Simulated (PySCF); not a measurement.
# HAlO + Cl₂ → AlOCl + HCl

Level: PBE0 in the def2-TZVP basis family, all electrons, no relativity, computed in PySCF with density fitting; open shells unrestricted.

| species | state and structure | ZPE (kJ/mol) | H(298 K) − H(0) (kJ/mol) | S° (J/(mol K)) |
| --- | --- | --- | --- | --- |
| HAlO | singlet, C∞v, Al–H 1.568 Å, Al–O 1.594 Å; H–Al–O 180.0° | 23.7 | 10.2 | 221.0 |
| Cl₂ | singlet, D∞h, Cl–Cl 1.982 Å | 3.5 | 9.1 | 222.5 |
| AlOCl | singlet, C∞v, Al–Cl 2.059 Å, Al–O 1.592 Å; Cl–Al–O 180.0° | 11.9 | 12.4 | 257.2 |
| HCl | singlet, C∞v, H–Cl 1.279 Å | 17.9 | 8.7 | 186.6 |

**Question.** Is the gas-phase reaction uphill or downhill in electronic energy at this level, and by how much?

**Answer.** At PBE0/def2-TZVP, ΔE = -307.8 kJ/mol, downhill. 

**Question.** Add zero-point, thermal and entropy terms for 298.15 K and 1 bar.

**Answer.** ΔZPE = 2.6 and Δ[H(298) − H(0)] = 1.8 kJ/mol give ΔH° = -303.4 kJ/mol. ΔS° = 0.3 J/(mol K), so ΔG° = -303.4 − 298.15 × (0.0003) = -303 kJ/mol.

Only the bonding shown was studied: isomers, or loss of a ligand pair, can lie lower.
